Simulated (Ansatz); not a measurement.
**C2HSi (doublet): RPA-PBE over a scan of the distance C2–Si3, cc-pVDZ**

Aim: run C2HSi (doublet) with these functionals over a scan of the distance C2–Si3, and hold them against the top wave-function level at the same points.

Method: cc-pVDZ, all electrons in the functionals, frozen cores in the correlation of double hybrids and RPA; program: Ansatz 0.2.0, Gaussian basis.

To be run: RPA-PBE, at 1.380 Å; 1.532 Å; 1.694 Å; 1.874 Å; 2.083 Å; 2.370 Å; 2.670 Å; 3.090 Å; 3.652 Å; 4.633 Å; 5.759 Å.

21 further runs of the same task are left out: 16 that didn't finish, 5 set aside as unsound or not needed.

## Step 1: The geometry

The geometry derives from a PBE0/def2-TZVP stationary point (not a proven minimum). One bond is set to the value named and the two fragments are kept rigid.

4 atoms, charge 0, spin multiplicity 2.

Atoms are counted from 1 here; the program's logs count them from 0.

Bond lengths: C1–C2 1.277 Å, C2–Si3 1.532 Å, Si3–H4 1.502 Å. Angles: C1–C2–Si3 166.4°, C2–Si3–H4 118.3°.

No dispersion term is added.

The geometry shown and the zero of energy belong to the point 1.532 Å. The yardstick, UCCSDT(Q), and other wave-function levels (R restricted, U unrestricted, valence and pair active spaces) come from earlier runs.

## Step 2: RPA-PBE, 1.380 Å

in.yaml

```yaml
crystal:
  periodic: [false, false, false]
  atoms:
    - {symbol: C, position_ang: [0.000000, -0.013741, 1.748997]}
    - {symbol: C, position_ang: [0.000000, 0.110609, 0.477952]}
    - {symbol: Si, position_ang: [0.000000, -0.081948, -0.888548]}
    - {symbol: H, position_ang: [0.000000, 1.129139, -1.777781]}
basis:
  gaussian: {orbitals: cc-pVDZ}
magnetization: {spin_polarized: true, initial_magnetization: 1}
hamiltonian: {xc: {name: PBE}}
correlation: {method: rpa, electrons: outside_noble_gas}
```

The run is started by

```bash
ansatz run in.yaml --threads 1 --pin off --events-out ev --progress --plain --max-ram 2393MiB
```

What it wrote:

```text
Functional definition: PBE
  name "PBE"
  cite "Perdew, Burke & Ernzerhof, Phys. Rev. Lett. 77, 3865 (1996) doi:10.1103/PhysRevLett.77.3865"
  parent pbe
  parameter kappa = 0.804
  parameter beta = 0.06672455060314922
  exchange = pbe_x(kappa = kappa, mu = beta*pi^2/3)
  correlation = pbe_c(beta = beta)
495 factors; integrals over basis functions are off by at most 1.2e-3 eV
mean field evaluation 1: about -9939.0265 eV, gradient 4.7e1 eV
mean field evaluation 2: about -9939.0242 eV, gradient 4.7e1 eV
mean field evaluation 4: about -9935.7367 eV, gradient 5.2e1 eV
mean field evaluation 8: about -9951.7089 eV, gradient 1.2e0 eV
mean field evaluation 16: about -9951.7204 eV, gradient 7.5e-4 eV
mean field evaluation 32: about -9951.7204 eV, gradient 4.9e-5 eV
mean field evaluation 64: about -9933.5807 eV, gradient 2.1e1 eV
mean field -9951.72044717 eV, -365.7189809150 hartree, gradient 2.9e-6 eV, S^2 0.756238; 4 other end points of the search recorded, 0 dependent functions left out
7 core orbitals not correlated: weight in the atoms' cores, before any rotation towards them, 1.000 or more for the frozen orbitals, at most 0.000 for the correlated occupied ones
reference -9929.68544116 eV, -364.9092093802 hartree; 7, 6 occupied and 37, 38 virtual orbitals, 495 factors
Total energy: -9943.66090620 eV, -365.4227982473 hartree
```

Wall time 3.3 s (1 thread of Arm Neoverse V2, shared host).

From the report: ⟨S²⟩ of the determinant 0.756 (pure doublet: 0.75).

## Step 3: RPA-PBE, 1.532 Å

in.yaml

```yaml
crystal:
  periodic: [false, false, false]
  atoms:
    - {symbol: C, position_ang: [0.000000, -0.002124, 1.831440]}
    - {symbol: C, position_ang: [0.000000, 0.122226, 0.560395]}
    - {symbol: Si, position_ang: [0.000000, -0.091540, -0.956618]}
    - {symbol: H, position_ang: [0.000000, 1.119547, -1.845851]}
basis:
  gaussian: {orbitals: cc-pVDZ}
magnetization: {spin_polarized: true, initial_magnetization: 1}
hamiltonian: {xc: {name: PBE}}
correlation: {method: rpa, electrons: outside_noble_gas}
```

Launched as before.

What it wrote, shortened:

```text
Functional definition: PBE
  name "PBE"
  cite "Perdew, Burke & Ernzerhof, Phys. Rev. Lett. 77, 3865 (1996) doi:10.1103/PhysRevLett.77.3865"
  parent pbe
[...]
495 factors; integrals over basis functions are off by at most 1.3e-3 eV
[...]
mean field -9954.23505421 eV, -365.8113910195 hartree, gradient 3.2e-6 eV, S^2 0.756271; 4 other end points of the search recorded, 0 dependent functions left out
7 core orbitals not correlated: weight in the atoms' cores, before any rotation towards them, 1.000 or more for the frozen orbitals, at most 0.000 for the correlated occupied ones
reference -9932.08751249 eV, -364.9974838732 hartree; 7, 6 occupied and 37, 38 virtual orbitals, 495 factors
Total energy: -9946.30379430 eV, -365.5199225938 hartree
```

Run time: 3.4 s. Hardware: 1 thread of Arm Neoverse V2, shared host.

From the report: ⟨S²⟩ of the determinant 0.756 (pure doublet: 0.75).

## Step 4: RPA-PBE, 1.694 Å

in.yaml

```yaml
crystal:
  periodic: [false, false, false]
  atoms:
    - {symbol: C, position_ang: [0.000000, 0.010293, 1.919554]}
    - {symbol: C, position_ang: [0.000000, 0.134643, 0.648509]}
    - {symbol: Si, position_ang: [0.000000, -0.101792, -1.029371]}
    - {symbol: H, position_ang: [0.000000, 1.109295, -1.918604]}
basis:
  gaussian: {orbitals: cc-pVDZ}
magnetization: {spin_polarized: true, initial_magnetization: 1}
hamiltonian: {xc: {name: PBE}}
correlation: {method: rpa, electrons: outside_noble_gas}
```

Launched as before.

What it wrote, shortened:

```text
Functional definition: PBE
  name "PBE"
  cite "Perdew, Burke & Ernzerhof, Phys. Rev. Lett. 77, 3865 (1996) doi:10.1103/PhysRevLett.77.3865"
  parent pbe
[...]
495 factors; integrals over basis functions are off by at most 1.3e-3 eV
[...]
mean field -9955.03443069 eV, -365.8407675631 hartree, gradient 8.7e-6 eV, S^2 0.756839; 13 other end points of the search recorded, 0 dependent functions left out
7 core orbitals not correlated: weight in the atoms' cores, before any rotation towards them, 1.000 or more for the frozen orbitals, at most 0.000 for the correlated occupied ones
reference -9932.59814421 eV, -365.0162492430 hartree; 7, 6 occupied and 37, 38 virtual orbitals, 495 factors
Total energy: -9947.17499008 eV, -365.5519384481 hartree
```

Run time: 9.5 s. Hardware: 1 thread of Arm Neoverse V2, shared host.

From the report: ⟨S²⟩ of the determinant 0.757 (pure doublet: 0.75).

From 1.532 Å: -20.1 kcal/mol.

## Step 5: RPA-PBE, 1.874 Å

in.yaml

```yaml
crystal:
  periodic: [false, false, false]
  atoms:
    - {symbol: C, position_ang: [0.000000, 0.024015, 2.016936]}
    - {symbol: C, position_ang: [0.000000, 0.148365, 0.745891]}
    - {symbol: Si, position_ang: [0.000000, -0.113122, -1.109776]}
    - {symbol: H, position_ang: [0.000000, 1.097965, -1.999009]}
basis:
  gaussian: {orbitals: cc-pVDZ}
magnetization: {spin_polarized: true, initial_magnetization: 1}
hamiltonian: {xc: {name: PBE}}
correlation: {method: rpa, electrons: outside_noble_gas}
```

The command is unchanged.

What it wrote, shortened:

```text
Functional definition: PBE
  name "PBE"
  cite "Perdew, Burke & Ernzerhof, Phys. Rev. Lett. 77, 3865 (1996) doi:10.1103/PhysRevLett.77.3865"
  parent pbe
[...]
495 factors; integrals over basis functions are off by at most 1.4e-3 eV
[...]
mean field -9954.84716628 eV, -365.8338857232 hartree, gradient 8.7e-6 eV, S^2 0.757716; 13 other end points of the search recorded, 0 dependent functions left out
7 core orbitals not correlated: weight in the atoms' cores, before any rotation towards them, 1.000 or more for the frozen orbitals, at most 0.000 for the correlated occupied ones
reference -9931.96931564 eV, -364.9931402190 hartree; 7, 6 occupied and 37, 38 virtual orbitals, 495 factors
Total energy: -9947.04244399 eV, -365.5470674690 hartree
```

Wall time 10 s (1 thread of Arm Neoverse V2, shared host).

From the report: ⟨S²⟩ of the determinant 0.758 (pure doublet: 0.75).

From 1.532 Å: -17.0 kcal/mol.

## Step 6: RPA-PBE, 2.083 Å

in.yaml

```yaml
crystal:
  periodic: [false, false, false]
  atoms:
    - {symbol: C, position_ang: [0.000000, 0.039989, 2.130295]}
    - {symbol: C, position_ang: [0.000000, 0.164339, 0.859250]}
    - {symbol: Si, position_ang: [0.000000, -0.126311, -1.203372]}
    - {symbol: H, position_ang: [0.000000, 1.084776, -2.092605]}
basis:
  gaussian: {orbitals: cc-pVDZ}
magnetization: {spin_polarized: true, initial_magnetization: 1}
hamiltonian: {xc: {name: PBE}}
correlation: {method: rpa, electrons: outside_noble_gas}
```

Same command.

What it wrote, shortened:

```text
Functional definition: PBE
  name "PBE"
  cite "Perdew, Burke & Ernzerhof, Phys. Rev. Lett. 77, 3865 (1996) doi:10.1103/PhysRevLett.77.3865"
  parent pbe
[...]
496 factors; integrals over basis functions are off by at most 1.1e-3 eV
[...]
mean field -9954.11841173 eV, -365.8071044871 hartree, gradient 4.4e-6 eV, S^2 0.759428; 10 other end points of the search recorded, 0 dependent functions left out
7 core orbitals not correlated: weight in the atoms' cores, before any rotation towards them, 1.000 or more for the frozen orbitals, at most 0.000 for the correlated occupied ones
reference -9930.86830898 eV, -364.9526789707 hartree; 7, 6 occupied and 37, 38 virtual orbitals, 496 factors
Total energy: -9946.38477295 eV, -365.5228985041 hartree
```

Wall time 9 s (1 thread of Arm Neoverse V2, shared host).

From the report: ⟨S²⟩ of the determinant 0.759 (pure doublet: 0.75).

From 1.532 Å: -1.9 kcal/mol.

## Step 7: RPA-PBE, 2.370 Å

in.yaml

```yaml
crystal:
  periodic: [false, false, false]
  atoms:
    - {symbol: C, position_ang: [0.000000, 0.061924, 2.285960]}
    - {symbol: C, position_ang: [0.000000, 0.186274, 1.014915]}
    - {symbol: Si, position_ang: [0.000000, -0.144422, -1.331899]}
    - {symbol: H, position_ang: [0.000000, 1.066665, -2.221132]}
basis:
  gaussian: {orbitals: cc-pVDZ}
magnetization: {spin_polarized: true, initial_magnetization: 1}
hamiltonian: {xc: {name: PBE}}
correlation: {method: rpa, electrons: outside_noble_gas}
```

Launched as before.

What it wrote, shortened:

```text
Functional definition: PBE
  name "PBE"
  cite "Perdew, Burke & Ernzerhof, Phys. Rev. Lett. 77, 3865 (1996) doi:10.1103/PhysRevLett.77.3865"
  parent pbe
[...]
496 factors; integrals over basis functions are off by at most 1.2e-3 eV
[...]
mean field -9953.03365691 eV, -365.7672404830 hartree, gradient 2.7e-6 eV, S^2 0.767684; 14 other end points of the search recorded, 0 dependent functions left out
7 core orbitals not correlated: weight in the atoms' cores, before any rotation towards them, 1.000 or more for the frozen orbitals, at most 0.000 for the correlated occupied ones
reference -9929.75710561 eV, -364.9118430002 hartree; 7, 6 occupied and 37, 38 virtual orbitals, 496 factors
Total energy: -9945.40381914 eV, -365.4868491165 hartree
```

Run time: 12 s. Hardware: 1 thread of Arm Neoverse V2, shared host.

From the report: ⟨S²⟩ of the determinant 0.768 (pure doublet: 0.75).

From 1.532 Å: +20.8 kcal/mol.

## Step 8: RPA-PBE, 2.670 Å

in.yaml

```yaml
crystal:
  periodic: [false, false, false]
  atoms:
    - {symbol: C, position_ang: [0.000000, 0.084853, 2.448677]}
    - {symbol: C, position_ang: [0.000000, 0.209203, 1.177632]}
    - {symbol: Si, position_ang: [0.000000, -0.163354, -1.466248]}
    - {symbol: H, position_ang: [0.000000, 1.047733, -2.355481]}
basis:
  gaussian: {orbitals: cc-pVDZ}
magnetization: {spin_polarized: true, initial_magnetization: 1}
hamiltonian: {xc: {name: PBE}}
correlation: {method: rpa, electrons: outside_noble_gas}
```

Same command.

What it wrote, shortened:

```text
Functional definition: PBE
  name "PBE"
  cite "Perdew, Burke & Ernzerhof, Phys. Rev. Lett. 77, 3865 (1996) doi:10.1103/PhysRevLett.77.3865"
  parent pbe
[...]
497 factors; integrals over basis functions are off by at most 1.2e-3 eV
[...]
mean field -9952.11765588 eV, -365.7335780658 hartree, gradient 1.6e-6 eV, S^2 0.789090; 8 other end points of the search recorded, 0 dependent functions left out
7 core orbitals not correlated: weight in the atoms' cores, before any rotation towards them, 1.000 or more for the frozen orbitals, at most 0.000 for the correlated occupied ones
reference -9928.90951359 eV, -364.8806945678 hartree; 7, 6 occupied and 37, 38 virtual orbitals, 497 factors
Total energy: -9944.59727861 eV, -365.4572092987 hartree
```

Wall time 12 s (1 thread of Arm Neoverse V2, shared host).

From the report: ⟨S²⟩ of the determinant 0.789 (pure doublet: 0.75).

From 1.532 Å: +39.4 kcal/mol.

## Step 9: RPA-PBE, 3.090 Å

in.yaml

```yaml
crystal:
  periodic: [false, false, false]
  atoms:
    - {symbol: C, position_ang: [0.000000, -0.180454, 2.705478]}
    - {symbol: C, position_ang: [0.000000, -0.056104, 1.434433]}
    - {symbol: Si, position_ang: [0.000000, -0.487265, -1.625339]}
    - {symbol: H, position_ang: [0.000000, 0.723822, -2.514572]}
basis:
  gaussian: {orbitals: cc-pVDZ}
magnetization: {spin_polarized: true, initial_magnetization: 1}
hamiltonian: {xc: {name: PBE}}
correlation: {method: rpa, electrons: outside_noble_gas}
```

The command is unchanged.

What it wrote, shortened:

```text
Functional definition: PBE
  name "PBE"
  cite "Perdew, Burke & Ernzerhof, Phys. Rev. Lett. 77, 3865 (1996) doi:10.1103/PhysRevLett.77.3865"
  parent pbe
[...]
498 factors; integrals over basis functions are off by at most 1.2e-3 eV
[...]
mean field -9951.24046852 eV, -365.7013420252 hartree, gradient 2.1e-6 eV, S^2 0.898335; 11 other end points of the search recorded, 0 dependent functions left out
7 core orbitals not correlated: weight in the atoms' cores, before any rotation towards them, 1.000 or more for the frozen orbitals, at most 0.000 for the correlated occupied ones
reference -9927.73227320 eV, -364.8374317815 hartree; 7, 6 occupied and 37, 38 virtual orbitals, 498 factors
Total energy: -9943.88698784 eV, -365.4311065946 hartree
```

Run time: 13 s. Hardware: 1 thread of Arm Neoverse V2, shared host.

From the report: ⟨S²⟩ of the determinant 0.898 (pure doublet: 0.75).

From 1.532 Å: +55.7 kcal/mol.

## Step 10: RPA-PBE, 3.652 Å

in.yaml

```yaml
crystal:
  periodic: [false, false, false]
  atoms:
    - {symbol: C, position_ang: [0.000000, -0.141244, 2.983729]}
    - {symbol: C, position_ang: [0.000000, -0.016894, 1.712684]}
    - {symbol: Si, position_ang: [0.000000, -0.526474, -1.903590]}
    - {symbol: H, position_ang: [0.000000, 0.684613, -2.792823]}
basis:
  gaussian: {orbitals: cc-pVDZ}
magnetization: {spin_polarized: true, initial_magnetization: 1}
hamiltonian: {xc: {name: PBE}}
correlation: {method: rpa, electrons: outside_noble_gas}
```

The command is unchanged.

What it wrote, shortened:

```text
Functional definition: PBE
  name "PBE"
  cite "Perdew, Burke & Ernzerhof, Phys. Rev. Lett. 77, 3865 (1996) doi:10.1103/PhysRevLett.77.3865"
  parent pbe
[...]
499 factors; integrals over basis functions are off by at most 5.4e-4 eV
[...]
mean field -9950.63819126 eV, -365.6792087440 hartree, gradient 1.3e-6 eV, S^2 1.275159; 15 other end points of the search recorded, 0 dependent functions left out
7 core orbitals not correlated: weight in the atoms' cores, before any rotation towards them, 1.000 or more for the frozen orbitals, at most 0.000 for the correlated occupied ones
reference -9927.38929048 eV, -364.8248273988 hartree; 7, 6 occupied and 37, 38 virtual orbitals, 499 factors
Total energy: -9943.56577979 eV, -365.4193024164 hartree
```

Wall time 19 s (1 thread of Arm Neoverse V2, shared host).

From the report: ⟨S²⟩ of the determinant 1.275 (pure doublet: 0.75). The determinant is far from a pure spin state, so its energy mixes those of several spin states (harmless only where they are near-degenerate, as at dissociation).

From 1.532 Å: +63.1 kcal/mol.

## Step 11: RPA-PBE, 4.633 Å

in.yaml

```yaml
crystal:
  periodic: [false, false, false]
  atoms:
    - {symbol: C, position_ang: [0.000000, -0.072803, 3.469430]}
    - {symbol: C, position_ang: [0.000000, 0.051547, 2.198385]}
    - {symbol: Si, position_ang: [0.000000, -0.594916, -2.389291]}
    - {symbol: H, position_ang: [0.000000, 0.616171, -3.278524]}
basis:
  gaussian: {orbitals: cc-pVDZ}
magnetization: {spin_polarized: true, initial_magnetization: 1}
hamiltonian: {xc: {name: PBE}}
correlation: {method: rpa, electrons: outside_noble_gas}
```

Launched as before.

What it wrote, shortened:

```text
Functional definition: PBE
  name "PBE"
  cite "Perdew, Burke & Ernzerhof, Phys. Rev. Lett. 77, 3865 (1996) doi:10.1103/PhysRevLett.77.3865"
  parent pbe
[...]
499 factors; integrals over basis functions are off by at most 5.4e-4 eV
[...]
mean field -9950.34562423 eV, -365.6684571040 hartree, gradient 1.8e-9 eV, S^2 1.466722; 26 other end points of the search recorded, 0 dependent functions left out
7 core orbitals not correlated: weight in the atoms' cores, before any rotation towards them, 1.000 or more for the frozen orbitals, at most 0.000 for the correlated occupied ones
reference -9927.84719196 eV, -364.8416549680 hartree; 7, 6 occupied and 37, 38 virtual orbitals, 499 factors
Total energy: -9943.53881577 eV, -365.4183115070 hartree
```

Wall time 41 s (1 thread of Arm Neoverse V2, shared host).

From the report: ⟨S²⟩ of the determinant 1.467 (pure doublet: 0.75). The determinant is far from a pure spin state, so its energy mixes those of several spin states (harmless only where they are near-degenerate, as at dissociation).

From 1.532 Å: +63.8 kcal/mol.

## Step 12: RPA-PBE, 5.759 Å

in.yaml

```yaml
crystal:
  periodic: [false, false, false]
  atoms:
    - {symbol: C, position_ang: [0.000000, 0.005755, 4.026922]}
    - {symbol: C, position_ang: [0.000000, 0.130105, 2.755877]}
    - {symbol: Si, position_ang: [0.000000, -0.673474, -2.946783]}
    - {symbol: H, position_ang: [0.000000, 0.537613, -3.836016]}
basis:
  gaussian: {orbitals: cc-pVDZ}
magnetization: {spin_polarized: true, initial_magnetization: 1}
hamiltonian: {xc: {name: PBE}}
correlation: {method: rpa, electrons: outside_noble_gas}
```

Launched as before.

What it wrote, shortened:

```text
Functional definition: PBE
  name "PBE"
  cite "Perdew, Burke & Ernzerhof, Phys. Rev. Lett. 77, 3865 (1996) doi:10.1103/PhysRevLett.77.3865"
  parent pbe
[...]
499 factors; integrals over basis functions are off by at most 5.4e-4 eV
[...]
mean field -9950.26850694 eV, -365.6656230959 hartree, gradient 1.8e-10 eV, S^2 1.510106; 29 other end points of the search recorded, 0 dependent functions left out
7 core orbitals not correlated: weight in the atoms' cores, before any rotation towards them, 1.000 or more for the frozen orbitals, at most 0.000 for the correlated occupied ones
reference -9927.89839895 eV, -364.8435367903 hartree; 7, 6 occupied and 37, 38 virtual orbitals, 499 factors
Total energy: -9943.57997312 eV, -365.4198240115 hartree
```

It took 61 s on 1 thread of Arm Neoverse V2, shared host.

From the report: ⟨S²⟩ of the determinant 1.510 (pure doublet: 0.75). The determinant is far from a pure spin state, so its energy mixes those of several spin states (harmless only where they are near-degenerate, as at dissociation).

From 1.532 Å: +62.8 kcal/mol.

## Step 13: Against the wave-function levels

The yardstick is UCCSDT(Q), where the cluster series has nearly closed. It comes from earlier runs at the same points. Energies in kcal/mol, counted from 1.532 Å; blanks weren't run or aren't comparable.

| level | 1.380 Å | 1.532 Å | 1.694 Å | 1.874 Å | 2.083 Å | 2.370 Å | 2.670 Å | 3.090 Å | 3.652 Å | 4.633 Å | 5.759 Å |
| --- | --- | --- | --- | --- | --- | --- | --- | --- | --- | --- | --- |
| UCCSDT(Q) | 60.0 | 0.0 |  |  |  |  |  |  |  |  |  |
| RPA-PBE | 60.9 | 0.0 | -20.1 | -17.0 | -1.9 | 20.8 | 39.4 | 55.7 | 63.1 | 63.8 | 62.8 |

Largest miss and mean time a point (UCCSDT(Q) took 3.5 min a point; shared hosts):

```
  level  largest miss (kcal/mol)    where  time a point
RPA-PBE                     +0.9  1.380 Å          17 s
```

## Step 14: Results

| quantity | value |
| --- | --- |
| span of the UCCSDT(Q) curve (points where it is known) | 60.0 kcal/mol |
| largest miss, RPA-PBE | +0.9 kcal/mol (1.380 Å) |

What this shows: Misses are known at 1 of 10 points at best, and only functionals with that many are ranked. RPA-PBE strays by up to 0.9 kcal/mol, at 1.380 Å. RPA-PBE clearly breaks the spin symmetry at some points (⟨S²⟩ up to 0.76 above the pure value), so energy there is bought with a mixed spin. Functionals and the yardstick converge differently with the basis, so part of each miss in cc-pVDZ is the basis. The program flags that the yardstick's amplitudes may have other solutions at some points.
